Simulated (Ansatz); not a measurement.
`CC(C)[SiH3]` → propane + `[SiH2]` at 298.15 K and 1 bar (silylene formation by 1,1-elimination).

Computed with Ansatz on PBE0-D4/def2-TZVP structures; ΔE is electronic, products minus reactants. CBS: MP2 limit from def2 TZ/QZ plus the TZ coupled-cluster correction, frozen cores. This one scheme is used for every species.

```tsv
species	CCSD(T)/CBS energy (Eh)	H − E (kJ/mol)	S (J/(mol·K))
`CC(C)[SiH3]`	-409.25569	330.0	326.7
`CCC`	-118.98051	285.9	268.4
`[SiH2]`	-290.19011	40.6	207.5
```

H − E and S are ideal-gas, rigid-rotor, harmonic terms from PBE0-D4/def2-TZVP. 1 Eh = 2625.50 kJ/mol, R = 8.31446 J/(mol·K).

Task: By hand: ΔE, ΔH, ΔS and ΔG.

Result: ΔE = (-118.98051) + (-290.19011) − (-409.25569) = 0.08507 Eh = 223.4 kJ/mol. Δ(H − E) = 285.9 + 40.6 − 330.0 = -3.5, so ΔH = 219.9 kJ/mol. ΔS = 268.4 + 207.5 − 326.7 = 149.2 J/(mol·K). ΔG = 219.9 − 298.15 × (149.2)/1000 = 175.4 kJ/mol.

Task: By hand: the equilibrium constant, and the temperature at which ΔG would vanish if ΔH and ΔS stayed fixed.

Result: log₁₀ K = −ΔG/(RT ln 10) = -30.7. ΔG = 0 at ΔH/ΔS = 1474 K.

The number of gas molecules changes by +1, which sets the sign of ΔS. A doubt of 5 kJ/mol in ΔE shifts log₁₀ K by 0.9 here. These are equilibria of isolated gas molecules and say nothing of rates. Largest T1 diagnostic: 0.014 (customary marks: 0.02 for closed shells, 0.045 for open ones).
